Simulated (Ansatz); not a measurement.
# CH2ClO: the cost of one run

Method: RKS PBE-D4/def2-SVPD; program: Ansatz 0.2.0, Gaussian basis.

Levels: PBE-D4, revPBE-D4, BLYP-D4, r2SCAN-D4, B97M-V, PBE0-D4, B3LYP-D4, HSE06-D4, wB97X-V, wB97M-V, B2PLYP, Hartree-Fock, MP2, CCSD, CCSD(T). The reference is CCSD(T) extrapolated to the basis limit.

Cores are frozen in the correlated methods. B3LYP uses VWN-RPA correlation. B2PLYP carries no dispersion term here.

163 further runs of the same task are left out: 163 set aside as unsound or not needed.

## (1) The system as given

The pair, from a GFN2-xTB docking trial: 5 atoms, charge -1, spin multiplicity 1.

Atoms are counted from 1 here; the program's logs count them from 0.

Bond lengths: C2–O3 1.225 Å, C2–H4 1.108 Å, C2–H5 1.106 Å. Angles: O3–C2–H4 121.1°, O3–C2–H5 121.0°, H4–C2–H5 112.3°.

Geometry (Å):

```xyz
5

Cl    0.0188   -0.0530   -1.8529
C    -0.0253    0.0178    0.3458
O    -1.0982    0.4302    0.7696
H     0.2320   -1.0587    0.3916
H     0.8727    0.6637    0.3459
```

Atoms 1 to 1 are fragment A (Cl−), the rest fragment B (CH₂O).

## (2) A first relaxation in a small basis

pre/in.yaml reads:

```yaml
crystal:
  periodic: [false, false, false]
  atoms:
    - {symbol: Cl, position_ang: [0.018800, -0.053000, -1.852900]}
    - {symbol: C, position_ang: [-0.025300, 0.017800, 0.345800]}
    - {symbol: O, position_ang: [-1.098200, 0.430200, 0.769600]}
    - {symbol: H, position_ang: [0.232000, -1.058700, 0.391600]}
    - {symbol: H, position_ang: [0.872700, 0.663700, 0.345900]}
basis:
  gaussian: {orbitals: def2-SVPD}
total_charge: -1
hamiltonian: {xc: pbe, dispersion: d4}
relax: {f_tol: 0.03, max_steps: 250}
```

Launch:

```console
$ ansatz run in.yaml --threads 2 --pin off --events-out ev --progress --plain --max-ram 5222MiB
```

**Question.** How long does this run take on 2 threads of Intel Xeon Platinum 8259CL at 2.50GHz, shared host?

About 8 s.
